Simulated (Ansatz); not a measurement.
## Ansatz (development build ahead of 0.2.0) run

```yaml
crystal:
  periodic: [false, false, false]
  atoms:
    - { symbol: C, position_ang: [1.20158, 0.0, 0.0] }
    - { symbol: C, position_ang: [0.37131, 1.14277, 0.0] }
    - { symbol: C, position_ang: [-0.9721, 0.70627, 0.0] }
    - { symbol: C, position_ang: [-0.9721, -0.70627, 0.0] }
    - { symbol: C, position_ang: [0.37131, -1.14277, 0.0] }
    - { symbol: H, position_ang: [2.29736, 0.0, 0.0] }
    - { symbol: H, position_ang: [0.70992, 2.18492, 0.0] }
    - { symbol: H, position_ang: [-1.85861, 1.35036, 0.0] }
    - { symbol: H, position_ang: [-1.85861, -1.35036, 0.0] }
    - { symbol: H, position_ang: [0.70992, -2.18492, 0.0] }
basis:
  gaussian: { orbitals: cc-pVTZ }
total_charge: -1
hamiltonian:
  xc: hf
correlation:
  method: mp2
  frozen_orbitals: { C: 1, H: 0 }
```

The input is written out in the form of the current development build from the run's settings.

Results

| Property | Result |
| --- | --- |
| Converged | yes |
| Reference energy | -192.25871 hartree |
| Correlation energy | -0.82943 hartree |
| Total energy | -193.08814 hartree |
| Spin squared of the determinant | 0.000 |

Caution: no diffuse functions for an anion.
